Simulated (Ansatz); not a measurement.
**S2F2 (SMILES FSSF): levels of theory compared**

Wanted: a comparison of 6 runs (HF/STO-3G, B2PLYP/STO-3G, CAM-B3LYP/STO-3G, r2SCAN0/STO-3G, wB97M-V/STO-3G, MP2/STO-3G) of S2F2. 

Program for the calculation: Ansatz 0.2.0.

40 further runs of the same task are left out: 7 that didn't finish, 33 set aside as unsound or not needed.

**1. Starting point**

S2F2 has 4 atoms, charge 0, and is taken as a singlet. As SMILES, `FSSF`. The S3–S2 distance was set to 2.835 Å, away from the relaxed value.

Bond lengths: F1–S2 1.631 Å, S3–F4 1.631 Å. A long bond or contact: S2–S3 2.835 Å.

**2. A single-point energy at HF/STO-3G (run 1)**

Input file job.yaml:

```yaml
crystal:
  periodic: [false, false, false]
  atoms:
    - {symbol: F, position_ang: [-2.540109, 0.320360, -0.845423]}
    - {symbol: S, position_ang: [-1.224029, 1.284440, -0.856203]}
    - {symbol: S, position_ang: [1.044990, -0.276390, -0.184720]}
    - {symbol: F, position_ang: [1.206410, -0.287820, 1.438680]}
basis:
  gaussian:
    orbitals: STO-3G
hamiltonian:
  xc: hf
accuracy: high
```

Started as:

```bash
ansatz run job.yaml --threads 1 --pin off --max-ram 3480MiB --events-out events.jsonl --progress --plain --runs-dir runs
```

The program printed:

```text
Warning: RAYON_NUM_THREADS=1 ignored (pool sized by the plan → 1); use --threads N
Functional definition: HF
  name "HF"
  exchange = exact_x
  correlation = 0
493 factors; integrals over basis functions are off by at most 2.6e-8 eV
mean field evaluation 1: about -26726.5243 eV, gradient 1.5e1 eV
mean field evaluation 2: about -26726.6528 eV, gradient 1.5e1 eV
mean field evaluation 4: about -26727.7615 eV, gradient 1.5e0 eV
mean field evaluation 8: about -26727.7865 eV, gradient 1.4e-2 eV
mean field -26727.78650692 eV, -982.2280373850 hartree, gradient 4.9e-8 eV, S^2 0.000000; 0 other end points of the search recorded, 0 dependent functions left out
reference -26727.78650692 eV, -982.2280373850 hartree; 25, 25 occupied and 3, 3 virtual orbitals, 493 factors
Total energy: -26727.78650692 eV, -982.2280373850 hartree
```

Run time: 0.18 s. Hardware: 1 thread of Arm Neoverse V2, shared host.

**3. A single-point energy at B2PLYP/STO-3G (run 2)**

Input file run.yaml:

```yaml
crystal:
  periodic: [false, false, false]
  atoms:
    - {symbol: F, position_ang: [-2.540109, 0.320360, -0.845423]}
    - {symbol: S, position_ang: [-1.224029, 1.284440, -0.856203]}
    - {symbol: S, position_ang: [1.044990, -0.276390, -0.184720]}
    - {symbol: F, position_ang: [1.206410, -0.287820, 1.438680]}
basis:
  gaussian: {orbitals: STO-3G}
hamiltonian: {xc: {name: B2PLYP}}
correlation: {frozen_orbitals: {F: 1, S: 5}}
accuracy: high
```

Started as:

```bash
ansatz run run.yaml --threads 1 --pin off --max-ram 3480MiB --events-out events.jsonl --progress --plain --runs-dir runs
```

The program printed (excerpt; [...] marks lines left out):

```text
Warning: RAYON_NUM_THREADS=1 ignored (pool sized by the plan → 1); use --threads N
Functional definition: B2PLYP
  name "B2PLYP"
[...]
493 factors; integrals over basis functions are off by at most 2.6e-8 eV
[...]
mean field -26765.38461427 eV, -983.6097423450 hartree, gradient 6.1e-8 eV, S^2 0.000000; 0 other end points of the search recorded, 0 dependent functions left out; unrestricted orbitals would lower it
12 core orbitals not correlated: weight in the atoms' cores, before any rotation towards them, 1.000 or more for the frozen orbitals, at most 0.000 for the correlated occupied ones
reference -26765.38462928 eV, -983.6097428967 hartree; 13, 13 occupied and 3, 3 virtual orbitals, 493 factors
second order -5.08676425 eV of doubles, -0.00000000 eV of singles
Total energy: -26766.75805563 eV, -983.6602153841 hartree
```

It took 1.7 s on 1 thread of Arm Neoverse V2, shared host; peak memory 0.11 GiB.

Runs 3 to 5 aren't shown in full; the table further down has their settings and results.

**4. A single-point energy at MP2/STO-3G (run 6)**

Input file job.yaml:

```yaml
crystal:
  periodic: [false, false, false]
  atoms:
    - symbol: F
      position_ang: [-2.540109, 0.320360, -0.845423]
    - symbol: S
      position_ang: [-1.224029, 1.284440, -0.856203]
    - symbol: S
      position_ang: [1.044990, -0.276390, -0.184720]
    - symbol: F
      position_ang: [1.206410, -0.287820, 1.438680]
basis:
  gaussian: {orbitals: STO-3G}
total_charge: 0
correlation: {method: mp2, frozen_orbitals: {F: 1, S: 5}}
accuracy: high
```

Started as:

```bash
ansatz run job.yaml --threads 1 --pin off --max-ram 3480MiB --events-out events.jsonl --progress --plain --runs-dir runs
```

The program printed (excerpt; [...] marks lines left out):

```text
Warning: RAYON_NUM_THREADS=1 ignored (pool sized by the plan → 1); use --threads N
Functional definition: HF
  name "HF"
[...]
493 factors; integrals over basis functions are off by at most 2.6e-8 eV
[...]
mean field -26727.78650692 eV, -982.2280373850 hartree, gradient 4.9e-8 eV, S^2 0.000000; 0 other end points of the search recorded, 0 dependent functions left out; unrestricted orbitals would lower it
[...]
unrestricted determinant -26729.76990503 eV, -982.3009259212 hartree, S^2 0.9016
12 core orbitals not correlated: weight in the atoms' cores, before any rotation towards them, 1.000 or more for the frozen orbitals, at most 0.000 for the correlated occupied ones
reference -26727.78650692 eV, -982.2280373850 hartree; 13, 13 occupied and 3, 3 virtual orbitals, 493 factors
second order -3.28666835 eV of doubles, -0.00000000 eV of singles
Total energy: -26731.07317527 eV, -982.3488202190 hartree
```

It took 0.38 s on 1 thread of Arm Neoverse V2, shared host.

**5. Overview of the runs**

```csv
run,level,frozen core orbitals,energy (Eh),wall time
1,HF/STO-3G,–,-982.228037,0.18 s
2,B2PLYP/STO-3G,12,-983.660215,1.7 s
3,CAM-B3LYP/STO-3G,–,-984.079934,1.5 s
4,r2SCAN0/STO-3G,–,-984.113756,2.9 s
5,wB97M-V/STO-3G,–,-984.272571,23 s
6,MP2/STO-3G,12,-982.348820,0.38 s
```

**6. What came out**

| quantity | value |
| --- | --- |
| run 6: total energy | -982.34882 Eh |
| run 6: correlation energy (12 core orbitals frozen) | -120.8 mEh |

Totals of different functionals can't be ranked against each other. In runs 2, 6 the log says that unrestricted orbitals would lower the reference, so the values rest on an unstable closed-shell determinant (other closed-shell runs at this shape may share the fault). In runs 1, 2, 3, 4, 5, 6 the basis is minimal, so the values are rough. All runs together took 30 s, the longest 23 s.
